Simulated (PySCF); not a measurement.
Gas-phase reaction: AlH + C₄H₈ (cyclic) → AlH(CH₃)₂ + C₂H₂ (acetylene)

Computed with PySCF and rigid-rotor harmonic-oscillator thermochemistry at 1 bar. † marks an energy on the PBE0/def2-TZVP geometry and frequencies; other levels use their own. 6-31G* has spherical d functions here. All species are closed-shell singlets. B3LYP is the form with VWN-RPA correlation. AlH(CH₃)₂: computed as isolated molecules; such fragments, hydroxides, amides, oligomers or adducts are transient or little studied in the gas.

```
level               ΔH°(298 K), kJ
------------------  --------------
B3LYP/def2-TZVP†                 ?
BLYP/def2-TZVP†                  ?
HF/6-31G*                       -3
HF/def2-TZVP†                    ?
PBE/def2-SVP                     5
PBE0/def2-QZVP†                  ?
PBE0/def2-SVP†                  16
ωB97M-V/def2-TZVP†             -31
ωB97X-V/def2-TZVP†             -23
```

Q: What belongs in the gaps?

A: 
- B3LYP/def2-TZVP†, ΔH°(298 K), kJ: -51
- BLYP/def2-TZVP†, ΔH°(298 K), kJ: -66
- HF/def2-TZVP†, ΔH°(298 K), kJ: -44
- PBE0/def2-QZVP†, ΔH°(298 K), kJ: -16
